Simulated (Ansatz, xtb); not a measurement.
**C4H5NO: which of two isomers lies lower**

We compare X, `C#CCC(N)=O`, a singlet, with Y, `Cc1ccno1`, a singlet. Both are isolated molecules in the gas phase, relaxed with B3LYP-D3(BJ)/def2-SVP; the shapes shown needn't be the lowest conformers.

X (Å):

```xyz
11

C    -0.9746    2.4096    1.2351
C    -0.2685    1.7541    0.4997
C     0.5699    0.9367   -0.3686
C     0.5252   -0.5914   -0.1519
N    -0.2985   -1.0236    0.8349
O     1.2026   -1.3229   -0.8454
H    -1.5938    3.0064    1.8781
H     1.6291    1.2276   -0.2711
H     0.3095    1.1021   -1.4273
H    -0.3575   -2.0191    1.0104
H    -0.8457   -0.3773    1.3895
```

Y (Å):

```xyz
11

C    -0.3095    0.1157   -1.9455
C    -1.0685    0.9073   -0.9414
C    -2.1999    0.6709   -0.2085
C    -2.3572    1.8651    0.5535
N    -1.4111    2.7362    0.3032
O    -0.5973    2.1322   -0.6405
H    -0.2717    0.6428   -2.9123
H     0.7296   -0.0425   -1.6149
H    -0.7842   -0.8627   -2.0963
H    -2.8240   -0.2183   -0.2128
H    -3.1325    2.1162    1.2780
```

Quicker runs give these differences E(Y) − E(X): GFN2-xTB −68.1 kJ/mol; HF/STO-3G −229.6 kJ/mol (at GFN2-xTB geometries); r2SCAN-D4/def2-SVP −11.7 kJ/mol (at GFN2-xTB geometries).

Problem. Estimate E(Y) − E(X) at the level CCSD(T)/def2-SVP + ΔMP2/def2-TZVPP.

Solution. Calculated at CCSD(T)/def2-SVP + ΔMP2/def2-TZVPP: E(Y) − E(X) = +8.6 kJ/mol, so structure X lies lower.

The same difference at several levels:

```
                             level               geometry  E(Y) − E(X) (kJ/mol)  departure from the last row (kJ/mol)  job, with rough time for the two
                          GFN2-xTB               GFN2-xTB                   −68.1                                 −76.7              optimisation, 0.18 s
                         HF/STO-3G               GFN2-xTB                  −229.6                                −238.2              single point, 0.34 s
                r2SCAN-D4/def2-SVP               GFN2-xTB                   −11.7                                 −20.3               single point, 2.3 s
             B3LYP-D3(BJ)/def2-SVP  B3LYP-D3(BJ)/def2-SVP                    +3.4                                  −5.2                optimisation, 44 s
                       HF/def2-SVP  B3LYP-D3(BJ)/def2-SVP                   +55.5                                 +46.9           part of the CCSD(T) run
                      MP2/def2-SVP  B3LYP-D3(BJ)/def2-SVP                    +9.5                                  +0.9           part of the CCSD(T) run
                  CCSD(T)/def2-SVP  B3LYP-D3(BJ)/def2-SVP                    +5.2                                  −3.4                      single point
CCSD(T)/def2-SVP + ΔMP2/def2-TZVPP  B3LYP-D3(BJ)/def2-SVP                    +8.6                                                      single point, 26 s
```

As drawn, Y has 2 C∷C, 1 C∷N, 1 N∷O, 1 C∷O, 2 C–H in place of 1 C≡C, 1 C–C, 1 C–N, 1 C=O, 2 N–H (∷ is an aromatic bond). Structure X has no ring, Y a 5-membered ring (with an aromatic ring).

GFN2-xTB, HF/STO-3G, r2SCAN-D4/def2-SVP put the two in the other order. The largest departure from CCSD(T)/def2-SVP + ΔMP2/def2-TZVPP is that of HF/STO-3G, 238.2 kJ/mol. The last row adds to CCSD(T) the change of the MP2 difference between the two basis sets, here +3.4 kJ/mol.

With harmonic frequencies from B3LYP-D3(BJ)/def2-SVP (ideal gas, rigid rotor, one conformer each, 298.15 K, 1 atm): on the last row, ΔE + ΔZPE = +14.1 kJ/mol. A mode under 50 cm⁻¹ makes harmonic enthalpies and free energies unreliable, so none is given.

The correlated steps freeze 6 core orbitals. Run with Ansatz 0.2.0, xtb 6.7.1; the last row on 2 threads of Intel(R) Xeon(R) Platinum 8375C CPU @ 2.90GHz (Ice Lake) on a shared host.
